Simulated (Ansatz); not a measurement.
Reaction: CH3F (fluoromethane, SMILES CF) → CH3 (SMILES [CH3], doublet) + F (doublet) (the C-F bond breaks)
Each species at its own B3LYP-D3(BJ)/def2-TZVP minimum (Ansatz, a first-principles code).

Total energies in hartree (Ansatz). Open shells are spin-unrestricted; no spin-orbit coupling. Cores are frozen in correlated methods. No relativity.

```csv
species,HF/cc-pVTZ,CCSD(T)/cc-pVTZ,HF/cc-pVQZ,CCSD(T)/cc-pVQZ,CCSDT(Q)/cc-pVTZ
"1: CH3F (fluoromethane, SMILES CF)",-139.09412,-139.55789,-139.10577,-139.60338,-139.55864
"2: CH3 (SMILES [CH3], doublet)",-39.57748,-39.76098,-39.58026,-39.77245,-39.76156
3: F (doublet),-99.40552,-99.62036,-99.41377,-99.65026,-99.62061
```

Question: Work out the bond dissociation energy (electronic) in kcal/mol: take Hartree-Fock from cc-pVQZ, extrapolate the CCSD(T) correlation energy as X^-3 (X = 3, 4), and add CCSDT(Q) - CCSD(T) in cc-pVTZ. 1 hartree = 627.51 kcal/mol.

Answer: 
Species 1: correlation (64·(-0.49761) - 27·(-0.46377))/37 = -0.52230; step -0.00075; E1 = -139.10577 + (-0.52230) + (-0.00075) = -139.62882
Species 2: correlation (64·(-0.19219) - 27·(-0.18350))/37 = -0.19853; step -0.00058; E2 = -39.58026 + (-0.19853) + (-0.00058) = -39.77937
Species 3: correlation (64·(-0.23649) - 27·(-0.21484))/37 = -0.25229; step -0.00025; E3 = -99.41377 + (-0.25229) + (-0.00025) = -99.66631
-1·E1 +1·E2 +1·E3 = 0.18314 hartree = 114.9 kcal/mol.
